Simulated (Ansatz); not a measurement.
A made-up structure of NaBH2O, singlet:

```
5
angstrom
O -0.8773 -0.4459 -0.4511
B 0.2576 0.0702 0.1090
Na 0.1760 2.4210 0.9921
H 0.7485 1.0198 0.5331
H 1.2143 -0.6945 0.1172
```

It is relaxed with PBE-D4/def2-SVP and then PBE0-D4/def2-TZVP (Ansatz 0.2.0). Atoms count as bonded within 1.22 times the sum of their covalent radii (H–H: 0.88 Å). The end point is not checked to be a true minimum.

Task: Does its bonding change? (A judgement: the text doesn't fix the answer.)

Result: By the calculation: Yes. Formed: O1–Na3; broken: none.

Where it ends: The first stage lowers the energy by 2.35 eV in 11 steps. It ends as NaBH₂O ([H]1[BH]2[O][Na]12):
O1  (-0.755, 0.249, -0.069)
B2  (0.500, 0.010, 0.142)
Na3  (-0.573, 2.192, 0.660)
H4  (1.239, 0.937, 0.644)
H5  (1.109, -1.018, -0.077)
(Å)

Labels in which every atom is bracketed show which atoms are joined, not bond orders.

For scale, one of the runs: PBE0-D4/def2-TZVP relaxation, 106 basis functions, launched by `ansatz run in.yaml --threads 2 --pin off --events-out ev --progress --plain --max-ram 4352MiB`. The run took about 6 s on 2 CPU threads of an Arm Neoverse V2 (shared host).
